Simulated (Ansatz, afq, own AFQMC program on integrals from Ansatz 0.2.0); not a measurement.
**F⁻, triplet in aug-cc-pVTZ, levels against CCSDT(Q)**

A free F anion.

Basis aug-cc-pVTZ. Only valence electrons are correlated. Ansatz 0.2.0 and our own AFQMC program on the same integrals; the CISD trial comes from CCSD amplitudes, and released means the phaseless constraint is let go. Uncertainties: one standard error, sampling alone.

Determinant: UHF, the one that the program's search chose, which needn't be the lowest solution.

No full CI on the walks' own integrals is used here; CCSDT(Q) serves as the reference and is uncertain by about the last step of the cluster series.

Cautions: another spin lies lower (by 8.13 eV); at this level and basis the anion state lies above a neutral one; the search met a lower determinant of the same kind, perhaps of another symmetry (193 meV lower), and this one is a saddle point; the released energies are still falling, so no released level is given (meV from the phaseless value at times in 1/Eh: -7 ± 4 at 0.24, -4.1 ± 1.5 at 0.51, -8.3 ± 1.9 at 0.99, -17.5 ± 1.6 at 1.62, -47 ± 30 at 2.40); the ph-AFQMC/CISD walk drifts between its halves (2.2 errors).

The T1 diagnostic is 0.0105. The weight of the determinant in the CISD state is 0.954 and the ⟨S²⟩ of the determinant is 2.003. The size of the correlated space is 8 electrons in 45 orbitals.

```json
{"level": "MP2", "correlation energy (eV)": "-5.9533"}
{"level": "CCSD", "correlation energy (eV)": "-6.2787"}
{"level": "CCSD(T)", "correlation energy (eV)": "-6.4331"}
```

(1) Estimate where phaseless AFQMC with the Hartree–Fock trial lies against CCSD(T) on the same integrals.

(1) 2.52 ± 0.72 mEh above CCSD(T).

Reference: CCSDT(Q), correlation energy -6.445 eV.

```
        level  E − E(reference) (mEh)  share of correlation (%)
      CCSD(T)                    0.42                     99.82
        CCSDT                    0.10                     99.96
  ph-AFQMC/HF             2.95 ± 0.72                     98.76
ph-AFQMC/CISD             0.43 ± 0.07                     99.82
```

A walk keeps the symmetry of its determinant, which the program's search chose and which needn't be the lowest solution, so a lower state of the same spin and another symmetry isn't excluded.
